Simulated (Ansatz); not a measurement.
# CH6Al2: single points off equilibrium

The task here is to estimate one member of a computed series from the others.

Computed with Ansatz 0.2.0, Gaussian basis. Level: single points in def2-TZVPP.

Cores are frozen in the correlated methods.

## Starting geometry

SMILES `[AlH2][CH2][AlH2]`, 9 atoms, charge 0, spin multiplicity 1.

Atoms are counted from 1 here; the program's logs count them from 0.

Bond lengths: Al1–C2 2.054 Å, Al1–H5 1.648 Å, C2–Al3 2.055 Å, C2–H6 1.039 Å, C2–H7 1.148 Å, Al3–H8 1.371 Å, Al3–H9 1.730 Å. Angles: C2–Al1–H5 137.7°, Al1–C2–Al3 106.3°, Al1–C2–H6 113.3°, Al1–C2–H7 102.4°, Al3–C2–H6 115.6°, Al3–C2–H7 107.3°, H6–C2–H7 110.9°, C2–Al3–H8 121.4°, C2–Al3–H9 122.8°, H8–Al3–H9 112.6°.

As a file:

| atom | x (Å) | y (Å) | z (Å) |
| --- | --- | --- | --- |
| Al1 | -0.7119 | 1.0635 | -0.9524 |
| C2 | 0.8784 | -0.0942 | -0.3622 |
| Al3 | 0.2022 | -1.2538 | 1.1932 |
| H4 | -2.2724 | 0.2794 | -1.1872 |
| H5 | -0.9847 | 2.6286 | -1.3906 |
| H6 | 1.3241 | -0.6103 | -1.1458 |
| H7 | 1.5995 | 0.6829 | 0.0790 |
| H8 | 0.7781 | -2.4641 | 1.4838 |
| H9 | -0.6966 | -0.6074 | 2.5231 |

Set-up of the first run:

Input file run/in.yaml:

```yaml
crystal:
  periodic: [false, false, false]
  atoms:
    - {symbol: Al, position_ang: [-0.711900, 1.063500, -0.952400]}
    - {symbol: C, position_ang: [0.878400, -0.094200, -0.362200]}
    - {symbol: Al, position_ang: [0.202200, -1.253800, 1.193200]}
    - {symbol: H, position_ang: [-2.272400, 0.279400, -1.187200]}
    - {symbol: H, position_ang: [-0.984700, 2.628600, -1.390600]}
    - {symbol: H, position_ang: [1.324100, -0.610300, -1.145800]}
    - {symbol: H, position_ang: [1.599500, 0.682900, 0.079000]}
    - {symbol: H, position_ang: [0.778100, -2.464100, 1.483800]}
    - {symbol: H, position_ang: [-0.696600, -0.607400, 2.523100]}
basis:
  gaussian: {orbitals: def2-TZVPP}
correlation: {method: ccsd_t}
output: {forces: true}
```

No record of the launch command was kept for these runs.

Among the steps run: CCSD(T)/def2-TZVPP; PBE0-D4/def2-TZVPP; wB97M-V/def2-TZVPP; r2SCAN-D4/def2-TZVPP; PBE-D4/def2-TZVPP; BLYP-D4/def2-TZVPP; SPW92/def2-TZVPP.

One of the session's tables, all rows but one given; the rest of the session is left out.

| method | RMS force component (eV/Å) | angle to CCSD(T) forces (°) | dipole (D) |
| --- | --- | --- | --- |
| CCSD(T) | 1.686 | reference | 1.63 |
| PBE0-D4 | ? | ? | ? |
| wB97M-V | 1.676 | 1.9 | 1.71 |
| r2SCAN-D4 | 1.691 | 1.6 | 1.70 |
| PBE-D4 | 1.682 | 3.5 | 1.66 |
| BLYP-D4 | 1.642 | 1.9 | 1.69 |
| SPW92 | 1.722 | 5.6 | 1.58 |

**Question.** Estimate the row for PBE0-D4.

As computed: RMS force component (eV/Å): 1.698; angle to CCSD(T) forces (°): 1.8; dipole (D): 1.65. In the column «RMS force component (eV/Å)» it lies between r2SCAN-D4 (1.691) and SPW92 (1.722).
